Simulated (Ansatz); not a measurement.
A made-up structure of CH$_{4}$AlSi, doublet:

```
7
angstrom
Al -1.8023 -0.2409 -1.3568
C 0.2827 -0.4934 -0.8968
Si 0.8995 0.1721 0.7856
H -2.7844 0.5866 -0.0930
H 1.0746 -1.0323 -1.6477
H -0.1303 0.9147 1.8492
H 2.4602 0.0932 1.3596
```

It is relaxed with PBE-D4/def2-SVP and then PBE0-D4/def2-TZVP (Ansatz 0.2.0). Atoms count as bonded within 1.22 times the sum of their covalent radii (H–H: 0.88 Å). The end point is not checked to be a true minimum.

(1) Does its bonding change? (A judgement: the text doesn't fix the answer.)

Results:

(1) Computed: No: no bond forms or breaks.

Where it ends: The first stage lowers the energy by 1.29 eV in 5 steps. It ends as CH₄AlSi ([AlH][CH][SiH2]):
Al1  (-1.609, -0.215, -1.212)
C2  (0.252, -0.440, -0.800)
Si3  (0.804, 0.154, 0.702)
H4  (-2.488, 0.523, -0.085)
H5  (0.959, -0.921, -1.471)
H6  (-0.115, 0.817, 1.652)
H7  (2.197, 0.083, 1.214)
(Å)

Labels in which every atom is bracketed show which atoms are joined, not bond orders.

For scale, one of the runs: PBE0-D4/def2-TZVP relaxation, 129 basis functions, launched by `ansatz run in.yaml --threads 2 --pin off --events-out ev --progress --plain --max-ram 4352MiB`. Hardware: 2 CPU threads of an Intel Xeon Platinum 8259CL, shared host. Wall time about 28 s.
